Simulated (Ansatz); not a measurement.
Molecular dynamics of BH3NS, charge -1

Input:

```yaml
crystal:
  periodic: [false, false, false]
  atoms:
    - { symbol: "N", position_ang: [-0.613775, -0.18945, -1.215866] }
    - { symbol: B, position_ang: [0.379336, -0.441807, -0.333188] }
    - { symbol: S, position_ang: [0.651016, 0.282161, 1.447076] }
    - { symbol: H, position_ang: [-1.295357, 0.484219, -0.850273] }
    - { symbol: H, position_ang: [1.316926, -1.219355, -0.54645] }
    - { symbol: H, position_ang: [-0.438146, 1.084232, 1.498701] }
total_charge: -1
basis:
  gaussian: { orbitals: def2-SVP }
hamiltonian:
  xc: pbe0
  dispersion: d4
md:
  timestep: 3.0
  n_steps: 40
  ensemble: nve
  temperature: 400.0
  initial_velocities: maxwell_boltzmann
  seed: 318122
```

Command:

```bash
$ ansatz run input.yaml --threads 1 --pin off --max-ram 2048MiB --backend cpu --events-out ev --progress --plain --runs-dir out
```

It starts from a relaxed structure.

Output, in part (step lines, the closing report, with atoms numbered from 0):

```
md step     0: t =     0.00 fs  T =   400.0 K  F+E_penalty+E_count = -13040.54133538 eV  E_kin = 0.206816 eV  conserved = -13040.33451939 eV  (23 SCF iters)
md step    18: t =    54.00 fs  T = 6388938.9 K  F+E_penalty+E_count = -13026.04175138 eV  E_kin = 3303.336956 eV  conserved = -9722.70479527 eV  (124 SCF iters)
md step    19: t =    57.00 fs  T = 6387528.2 K  F+E_penalty+E_count = -13025.46354858 eV  E_kin = 3302.607566 eV  conserved = -9722.85598289 eV  (232 SCF iters)
md step    20: t =    60.00 fs  T = 6387381.6 K  F+E_penalty+E_count = -13025.44115105 eV  E_kin = 3302.531759 eV  conserved = -9722.90939217 eV  (377 SCF iters)
md step    21: t =    63.00 fs  T = 6387530.2 K  F+E_penalty+E_count = -13025.50189105 eV  E_kin = 3302.608585 eV  conserved = -9722.89330617 eV  (223 SCF iters)
md step    22: t =    66.00 fs  T = 6387905.1 K  F+E_penalty+E_count = -13025.71430936 eV  E_kin = 3302.802445 eV  conserved = -9722.91186398 eV  (187 SCF iters)
md step    23: t =    69.00 fs  T = 6388272.1 K  F+E_penalty+E_count = -13025.88181611 eV  E_kin = 3302.992179 eV  conserved = -9722.88963665 eV  (229 SCF iters)
md step    24: t =    72.00 fs  T = 6388550.8 K  F+E_penalty+E_count = -13026.06994672 eV  E_kin = 3303.136302 eV  conserved = -9722.93364513 eV  (277 SCF iters)
[... lines left out ...]
md step    37: t =   111.00 fs  T = 6388076.5 K  F+E_penalty+E_count = -13025.79278680 eV  E_kin = 3302.891059 eV  conserved = -9722.90172730 eV  (169 SCF iters)
md step    38: t =   114.00 fs  T = 6388307.4 K  F+E_penalty+E_count = -13025.93553515 eV  E_kin = 3303.010418 eV  conserved = -9722.92511736 eV  (230 SCF iters)
md step    39: t =   117.00 fs  T = 6388245.2 K  F+E_penalty+E_count = -13025.89929135 eV  E_kin = 3302.978257 eV  conserved = -9722.92103402 eV  (248 SCF iters)
md step    40: t =   120.00 fs  T = 6387935.6 K  F+E_penalty+E_count = -13025.72019729 eV  E_kin = 3302.818193 eV  conserved = -9722.90200458 eV  (1396 SCF iters)
Total energy: -13025.72023414 eV, -478.6863894544 hartree
Atom 0 at    21.941872   -23.915011   -22.425541 Å, force     0.000173    -0.000180    -0.000167 eV/Å
Atom 1 at     0.513158    -0.591202    -0.390587 Å, force     0.302710    -2.339158    -4.903042 eV/Å
Atom 2 at     0.554967     0.130773     1.028736 Å, force     0.148503     2.940598     5.009425 eV/Å
Atom 3 at  -313.356772   336.632341   308.393590 Å, force    -0.000003     0.000003     0.000003 eV/Å
Atom 4 at     1.292684    -1.498242    -0.565056 Å, force    -0.320316    -0.262433    -0.128309 eV/Å
Atom 5 at    -0.162251     1.318560     0.920654 Å, force    -0.131066    -0.338830     0.022090 eV/Å
Dipole moment:   110.764710  -118.440431  -107.881022 e Å
```

The steps, from the saved trajectory:

```json
{"time (fs)": "0.0", "T (K)": "400", "potential energy less start (eV)": "0.000", "conserved less start (meV/atom)": "0.00"}
{"time (fs)": "3.0", "T (K)": "291", "potential energy less start (eV)": "0.122", "conserved less start (meV/atom)": "10.99"}
{"time (fs)": "6.0", "T (K)": "204", "potential energy less start (eV)": "0.182", "conserved less start (meV/atom)": "13.44"}
{"time (fs)": "9.0", "T (K)": "103", "potential energy less start (eV)": "0.298", "conserved less start (meV/atom)": "24.17"}
{"time (fs)": "12.0", "T (K)": "165", "potential energy less start (eV)": "0.161", "conserved less start (meV/atom)": "6.55"}
{"time (fs)": "15.0", "T (K)": "236", "potential energy less start (eV)": "0.154", "conserved less start (meV/atom)": "11.50"}
{"time (fs)": "18.0", "T (K)": "185", "potential energy less start (eV)": "0.355", "conserved less start (meV/atom)": "40.69"}
{"time (fs)": "21.0", "T (K)": "291", "potential energy less start (eV)": "0.125", "conserved less start (meV/atom)": "11.38"}
{"time (fs)": "24.0", "T (K)": "269", "potential energy less start (eV)": "0.188", "conserved less start (meV/atom)": "20.05"}
{"time (fs)": "27.0", "T (K)": "181", "potential energy less start (eV)": "0.462", "conserved less start (meV/atom)": "58.14"}
{"time (fs)": "30.0", "T (K)": "340", "potential energy less start (eV)": "0.155", "conserved less start (meV/atom)": "20.71"}
{"time (fs)": "33.0", "T (K)": "857", "potential energy less start (eV)": "0.575", "conserved less start (meV/atom)": "135.17"}
{"time (fs)": "36.0", "T (K)": "2081", "potential energy less start (eV)": "2.099", "conserved less start (meV/atom)": "494.68"}
{"time (fs)": "39.0", "T (K)": "241", "potential energy less start (eV)": "2.949", "conserved less start (meV/atom)": "477.81"}
{"time (fs)": "42.0", "T (K)": "888", "potential energy less start (eV)": "2.655", "conserved less start (meV/atom)": "484.59"}
{"time (fs)": "45.0", "T (K)": "4327", "potential energy less start (eV)": "0.735", "conserved less start (meV/atom)": "460.90"}
{"time (fs)": "48.0", "T (K)": "1500594", "potential energy less start (eV)": "39.534", "conserved less start (meV/atom)": "135865.72"}
{"time (fs)": "51.0", "T (K)": "6397928", "potential energy less start (eV)": "10.301", "conserved less start (meV/atom)": "553013.03"}
{"time (fs)": "54.0", "T (K)": "6388939", "potential energy less start (eV)": "14.500", "conserved less start (meV/atom)": "552938.29"}
{"time (fs)": "57.0", "T (K)": "6387528", "potential energy less start (eV)": "15.078", "conserved less start (meV/atom)": "552913.09"}
{"time (fs)": "60.0", "T (K)": "6387382", "potential energy less start (eV)": "15.100", "conserved less start (meV/atom)": "552904.19"}
{"time (fs)": "63.0", "T (K)": "6387530", "potential energy less start (eV)": "15.039", "conserved less start (meV/atom)": "552906.87"}
{"time (fs)": "66.0", "T (K)": "6387905", "potential energy less start (eV)": "14.827", "conserved less start (meV/atom)": "552903.78"}
{"time (fs)": "69.0", "T (K)": "6388272", "potential energy less start (eV)": "14.660", "conserved less start (meV/atom)": "552907.48"}
{"time (fs)": "72.0", "T (K)": "6388551", "potential energy less start (eV)": "14.471", "conserved less start (meV/atom)": "552900.15"}
{"time (fs)": "75.0", "T (K)": "6388232", "potential energy less start (eV)": "14.651", "conserved less start (meV/atom)": "552902.55"}
{"time (fs)": "78.0", "T (K)": "6387734", "potential energy less start (eV)": "14.932", "conserved less start (meV/atom)": "552906.48"}
{"time (fs)": "81.0", "T (K)": "6387634", "potential energy less start (eV)": "14.987", "conserved less start (meV/atom)": "552907.02"}
{"time (fs)": "84.0", "T (K)": "6388013", "potential energy less start (eV)": "14.761", "conserved less start (meV/atom)": "552902.15"}
{"time (fs)": "87.0", "T (K)": "6388242", "potential energy less start (eV)": "14.647", "conserved less start (meV/atom)": "552902.72"}
{"time (fs)": "90.0", "T (K)": "6388141", "potential energy less start (eV)": "14.708", "conserved less start (meV/atom)": "552904.35"}
{"time (fs)": "93.0", "T (K)": "6387926", "potential energy less start (eV)": "14.830", "conserved less start (meV/atom)": "552906.01"}
{"time (fs)": "96.0", "T (K)": "6387804", "potential energy less start (eV)": "14.881", "conserved less start (meV/atom)": "552904.09"}
{"time (fs)": "99.0", "T (K)": "6387746", "potential energy less start (eV)": "14.921", "conserved less start (meV/atom)": "552905.77"}
{"time (fs)": "102.0", "T (K)": "6387818", "potential energy less start (eV)": "14.871", "conserved less start (meV/atom)": "552903.68"}
{"time (fs)": "105.0", "T (K)": "6387858", "potential energy less start (eV)": "14.864", "conserved less start (meV/atom)": "552905.86"}
{"time (fs)": "108.0", "T (K)": "6387920", "potential energy less start (eV)": "14.824", "conserved less start (meV/atom)": "552904.51"}
{"time (fs)": "111.0", "T (K)": "6388077", "potential energy less start (eV)": "14.749", "conserved less start (meV/atom)": "552905.47"}
{"time (fs)": "114.0", "T (K)": "6388307", "potential energy less start (eV)": "14.606", "conserved less start (meV/atom)": "552901.57"}
{"time (fs)": "117.0", "T (K)": "6388245", "potential energy less start (eV)": "14.642", "conserved less start (meV/atom)": "552902.25"}
{"time (fs)": "120.0", "T (K)": "6387936", "potential energy less start (eV)": "14.821", "conserved less start (meV/atom)": "552905.42"}
```

The run went to its last step. The conserved energy changed by up to 550000 meV per atom, so the integration failed: the time step of 3 fs is too long for the fastest motions that this run met, and the later frames carry no physical meaning.

Parted: N1–B2 1.35 → 38.58 Å, N1–H4 1.03 → 593.18 Å. It ends as BH2S + H + N (total charge -1). Pairs count as bonded within 1.25 times the sum of covalent radii (0.12 Å more for H–H).

Last frame:

```xyz
6
Properties=species:S:1:pos:R:3
N 21.942 -23.915 -22.425
B 0.513 -0.591 -0.391
S 0.555 0.131 1.029
H -313.357 336.632 308.394
H 1.293 -1.498 -0.565
H -0.162 1.319 0.921
```

The run took 3.5 min on 1 thread of Arm Neoverse V2, with other jobs on the host, peak memory 0.14 GiB.
